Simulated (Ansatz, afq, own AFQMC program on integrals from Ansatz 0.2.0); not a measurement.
AFQMC on a folder of integrals that Ansatz 0.2.0 wrote.

```yaml
crystal:
  periodic: [false, false, false]
  atoms:
    - {symbol: B, position_ang: [0.000000, 0.000000, 0.090069]}
    - {symbol: C, position_ang: [0.000000, 0.000000, -1.358850]}
    - {symbol: H, position_ang: [0.000000, 0.000000, 1.268781]}
basis:
  gaussian: {orbitals: 6-31G}
magnetization: {spin_polarized: true, initial_magnetization: 2}
correlation: {method: ccsd_t, electrons: outside_noble_gas, hamiltonian_folder: ham}
```

```sh
$ ansatz run in.yaml --threads 1 --pin off --events-out ev --progress --plain --max-ram 24576MiB --backend cuda --devices 0, --max-vram 18GiB
```

afq runs on the folder ham with

```
--method phaseless --trial cisd --walkers 4000 --populations 20 --least-time 60 --time-step 0.005 --steps-per-block 50 --equilibration-blocks 28 --max-blocks 4000 --target-error 0.00017 --factor-cut 1e-05 --start spin_pure --seed 5110 --release-times 0.24,0.51,0.99,1.62,2.4 --release-step 0.03 --release-every 3 --taylor-order 6
```

Times are imaginary, in 1/Eh. The walk had a cap of 122 s. With eight or more populations the least sampling time is a fifth of least-time, and the error comes from their spread.

```
orbitals 18  electrons 5 3  factors 112 of 285
reference energy -62.92405873 Eh
CCSD correlation -0.11683754 Eh in 16 cycles, weight of the determinant in the CISD state 0.8172
energy of the start -63.031716 Eh
 block  time / (1/Eh)  mean weight  energy / Eh
     1     0.250  1.0001  -63.034948
     2     0.500  1.0000  -63.037710
     3     0.750  1.0001  -63.039966
     4     1.000  0.9999  -63.041595
     5     1.250  1.0000  -63.042931
    12     3.000  1.0002  -63.045171
    19     4.750  1.0000  -63.045935
    26     6.500  1.0003  -63.046539
    32     8.000  1.0000  -63.046967
    33     8.250  0.9998  -63.046484
    40    10.000  1.0001  -63.045225
    47    11.750  0.9998  -63.046699
    54    13.500  1.0001  -63.045011
    61    15.250  0.9999  -63.045817
    62    15.500  1.0000  -63.044913
    68    17.000  1.0001  -63.045069
    75    18.750  0.9998  -63.045778
    78    19.500  0.9999  -63.045793
error from the spread of 20 populations
released: time / (1/Eh)  energy / Eh  error  mean overlap
  0.24  -63.046149  0.000096  1.0002
  0.51  -63.046285  0.000110  0.9997
  0.99  -63.046357  0.000080  1.0010
  1.62  -63.046301  0.000072  1.0046
  2.40  -63.046209  0.000135  1.0110
energy -63.045934 +/- 0.000102 Eh
(rows thinned)
```

Q: Estimate how long the walk took on 1 × NVIDIA H100 80GB HBM3 with 2 threads of AMD EPYC 7R13 Processor (Zen 3) (shared host) (the card was shared).

A: 21 s of wall time.

The run passed its tests (sampling time, drift between the halves within three errors, error under three times the target), which doesn't prove that it has relaxed. The second half of the sampling lies above the first by 2.7 errors of their difference, so the energy may still be moving and its error bar be too small.

Against this walk (error 2.8 meV) on the same determinant: CCSD(T) 37.2 meV higher, CCSDT(Q) 10.5 meV lower, CCSDTQ 10.1 meV lower, full CI 11.1 meV lower. The error is statistical and leaves out the bias of the constraint. The determinant has ⟨S²⟩ = 2.41, so the low cluster orders mix in higher spin, while the walk starts as a pure triplet. Released to 2.40 1/Eh the energy moves by -7 ± 5 meV (both errors), within twice the noise. Full CI is exact here, so the walk's 11 meV above it is the walk's own error: the bias of the constraint with this trial, or a walk that hasn't relaxed. The determinant is a poor start (see the cautions), so the low cluster orders aren't to be relied on, and full CI is the sure value.

Cautions: constraint bias not in the error; strong correlation (T1 0.074, weight of the determinant 0.82, largest double 0.16); unrestricted determinant spin contaminated (⟨S²⟩ 2.41 against 2.00).

CCSDT and higher add their correlation energy to the determinant of the CCSD(T) run, since their own runs factorise the integrals more tightly (a shift of under 2 meV).
